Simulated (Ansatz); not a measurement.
Input file:

```yaml
crystal:
  periodic: [false, false, false]
  atoms:
    - {symbol: N, position_ang: [0.000346, -0.000071, -0.066679]}
    - {symbol: H, position_ang: [0.938533, 0.012953, 0.313733]}
    - {symbol: H, position_ang: [-0.482601, 0.808210, 0.305505]}
    - {symbol: H, position_ang: [-0.460745, -0.820176, 0.307354]}
basis:
  gaussian: {orbitals: 6-31G}
total_charge: 1
magnetization: {spin_polarized: true, initial_magnetization: 1}
correlation: {method: ccsdt_q, electrons: outside_noble_gas}
```

```sh
$ ansatz run in.yaml --threads 1 --pin off --events-out ev --progress --plain --max-ram 2393MiB
```

Output:

```
342 factors; integrals over basis functions are off by at most 2.8e-8 eV
mean field evaluation 1: about -1517.4153 eV, gradient 2.0e1 eV
mean field evaluation 2: about -1517.4134 eV, gradient 2.0e1 eV
mean field evaluation 4: about -1519.0916 eV, gradient 1.1e0 eV
mean field evaluation 8: about -1519.1052 eV, gradient 3.7e-2 eV
mean field evaluation 16: about -1519.1062 eV, gradient 4.2e-1 eV
mean field -1519.10522183 eV, -55.8260872156 hartree, gradient 1.9e-6 eV, S^2 0.757192; 0 other end points of the search recorded, 0 dependent functions left out
1 core orbitals not correlated: weight in the atoms' cores, before any rotation towards them, 1.000 or more for the frozen orbitals, at most 0.000 for the correlated occupied ones
reference -1519.10522183 eV, -55.8260872156 hartree; 4, 3 occupied and 10, 11 virtual orbitals, 342 factors
second order -2.37217866 eV of doubles, -0.00000000 eV of singles
cycle   1  -2.66710106 eV  change   -2.9e-1 eV  update   3.7e-2
cycle   2  -2.82342746 eV  change   -1.6e-1 eV  update   1.6e-2
cycle   3  -2.83943413 eV  change   -1.6e-2 eV  update   5.6e-3
cycle   4  -2.84251616 eV  change   -3.1e-3 eV  update   2.8e-3
cycle   5  -2.84382553 eV  change   -1.3e-3 eV  update   8.8e-4
cycle   6  -2.84392392 eV  change   -9.8e-5 eV  update   2.0e-4
cycle   7  -2.84392671 eV  change   -2.8e-6 eV  update   5.7e-5
cycle   8  -2.84392833 eV  change   -1.6e-6 eV  update   1.6e-5
cycle   9  -2.84392577 eV  change    2.6e-6 eV  update   4.8e-6
cycle  10  -2.84392701 eV  change   -1.2e-6 eV  update   1.4e-6
cycle  11  -2.84392716 eV  change   -1.4e-7 eV  update   4.4e-7
perturbative correction -0.00440188 eV, -0.0001617660 hartree
Total energy: -1521.95355086 eV, -55.9307613769 hartree
```

For the same geometry and basis full CI lies 0.1 meV lower.

Ran on 1 thread of Intel Xeon, shared host: 1.6 s wall, 0.14 GiB peak host memory.
